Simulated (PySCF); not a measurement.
Isomerisation enthalpies of HNO3

**Measured values to compare with.**

From Active Thermochemical Tables 1.112, for the gas at 0 K: enthalpy of formation of `O=[N+]([O-])O` (nitric acid) -124.45 ± 0.18 kJ/mol; enthalpy of formation of `O=NOO` -6.13 ± 0.38 kJ/mol.

The results are set against them at the end.

Differences of these values give the isomerisation enthalpies. Geometries: PBE0-D3(BJ)/def2-SVP; runs in PySCF, gas phase, with a dispersion term only where the level names one. Total electronic energies (Eh):

| SMILES | PBE0-D3(BJ)/def2-SVP |
| --- | --- |
| O=[N+]([O-])O | -280.38871 |
| O=NOO | -280.32758 |

Zero-point and thermal terms are left out, so the computed numbers are electronic energies.

**Comparison with experiment**

Relative to `O=[N+]([O-])O`, the lowest by measurement, in kJ/mol (measured: enthalpies at 0 K; computed: electronic energies):

```tsv
SMILES	measured	PBE0-D3(BJ)/def2-SVP
O=[N+]([O-])O	0.0	0.0
O=NOO	118.3	160.5
```

Measured values: -124.45 kJ/mol (0 K; Active Thermochemical Tables 1.112) for the first row; the others come from the same table. Unsigned miss: PBE0-D3(BJ)/def2-SVP 42.2 kJ/mol. One conformer stands for `O=NOO`, not necessarily the lowest, while the measurement averages over conformers. Where a level misses, the cause wasn't examined.

The values belong to the conformer `[O:1]=[N:2][O:3][OH:4]`: O1–N2–O3–O4 0°, H–O4–O3–N2 0°.
